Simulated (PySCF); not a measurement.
Gas-phase reaction: N2 + 3 SiH4 + NH3 = 3 H3SiNH2

Method: PySCF energies plus ideal-gas RRHO corrections (1 bar). † marks an energy on the PBE0/def2-TZVP geometry and frequencies; other levels use their own. MP2 and CCSD(T) freeze the core. 6-31G* has spherical d functions here. All species are closed-shell singlets. B3LYP is the form with VWN-RPA correlation. H3SiNH2: computed as isolated molecules; such fragments, hydroxides, amides, oligomers or adducts are transient or little studied in the gas. MP2 isn't extrapolated to the basis-set limit; its ΔH°(298 K) is -118.6 kJ in def2-SVP and -190.2 kJ in def2-TZVPP. CCSD(T) isn't extrapolated to the basis-set limit; its ΔH°(298 K) is -96.1 kJ in def2-SVP and -166.9 kJ in def2-TZVPP. The harmonic model lacks anharmonicity and excited electronic states, which grow with temperature; levels with a mode under 35 cm⁻¹ are left out. Internal rotation in H3SiNH2 is treated as a harmonic vibration of one conformer, which makes the entropy rough.

| level | ΔE electronic, kJ | ΔH°(298 K), kJ | ΔS°(298 K), J/K | ΔG°(2500 K), kJ |
|---|---|---|---|---|
| B3LYP/6-31G* | -167 | -130 | -210 | 341 |
| CCSD(T)/def2-SVP† | -133 | -96 | -205 | 361 |
| CCSD(T)/def2-TZVPP† | -204 | -167 | -205 | 290 |
| HF/def2-TZVP† | -165 | -129 | -205 | 328 |
| M06-2X/def2-TZVP† | -248 | -212 | -205 | 245 |
| MP2/def2-TZVPP† | -227 | -190 | -205 | 267 |
| PBE0/def2-QZVP† | -255 | -218 | -205 | 239 |
| PBE0/def2-SVP† | -225 | -188 | -205 | 269 |
| r2SCAN/def2-TZVP† | -245 | -208 | -205 | 249 |
| ωB97M-V/def2-TZVP† | -230 | -194 | -205 | 263 |
ΔH° is lowest at PBE0/def2-QZVP† and highest at CCSD(T)/def2-SVP†. No reference value is set beside these.
